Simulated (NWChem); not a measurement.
Atomisation of water (H2O)

SMILES: O
```xyz
3

O      0.0000     0.0000    -0.1202
H      0.7570     0.0000     0.4809
H     -0.7570     0.0000     0.4809
```
Charge 0, spin multiplicity 1.

The numbers come from NWChem runs, not from measurements. The geometry was optimised at B3LYP/def2-SVP, a minimum by its harmonic frequencies.

Basis set: def2-TZVP. The atomisation energy is electronic alone: no zero-point, thermal, spin-orbit or counterpoise terms. No value is extrapolated to the basis-set limit. Free atoms are single determinants with multiplicities O 3, H 2.

B3LYP has NWChem's definition, with VWN1-RPA local correlation. The stability of the SCF solutions was not checked. Open-shell Hartree-Fock references start from PBE0 orbitals.

Question: For the atomisation energy, HF gives 152.4 kcal/mol and LDA (SVWN5) gives 262.8 kcal/mol. What do BP86, B3LYP, PBE0 give?

Answer: BP86: 236.4 kcal/mol; B3LYP: 227.3 kcal/mol; PBE0: 223.7 kcal/mol.
